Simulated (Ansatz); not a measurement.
`O=C(F)F` + H₂ → `O=CF` + H–F at 298.15 K and 1 bar (hydrogenolysis of a C–F bond).

Isolated molecules relaxed with PBE0-D4/def2-TZVP in Ansatz; ΔE leaves out vibrations. CCSD(T)/CBS is frozen-core, at the limit of the def2 triple- and quadruple-zeta sets.

```tsv
species	CCSD(T)/CBS energy (Eh)	H − E (kJ/mol)	S (J/(mol·K))
`O=C(F)F`	-312.79849	48.7	258.6
H₂	-1.17463	35.1	130.4
`O=CF`	-213.60391	65.5	246.5
H–F	-100.39431	33.5	173.6
```

H − E and S are ideal-gas, rigid-rotor, harmonic terms from PBE0-D4/def2-TZVP. 1 Eh = 2625.50 kJ/mol, R = 8.31446 J/(mol·K).

Question: By hand: ΔE, ΔH, ΔS and ΔG.

Answer: ΔE = (-213.60391) + (-100.39431) − (-312.79849) − (-1.17463) = -0.02510 Eh = -65.9 kJ/mol. Δ(H − E) = 65.5 + 33.5 − 48.7 − 35.1 = 15.2, so ΔH = -50.7 kJ/mol. ΔS = 246.5 + 173.6 − 258.6 − 130.4 = 31.1 J/(mol·K). ΔG = -50.7 − 298.15 × (31.1)/1000 = -60.0 kJ/mol.

Question: By hand: the equilibrium constant, and the temperature at which ΔG would vanish if ΔH and ΔS stayed fixed.

Answer: log₁₀ K = −ΔG/(RT ln 10) = 10.5. ΔH and −TΔS have one sign here, so there is no such temperature.

ΔH outweighs TΔS. A doubt of 5 kJ/mol in ΔE shifts log₁₀ K by 0.9 here. These are equilibria of isolated gas molecules and say nothing of rates. Largest T1 diagnostic: 0.016 (customary marks: 0.02 for closed shells, 0.045 for open ones).
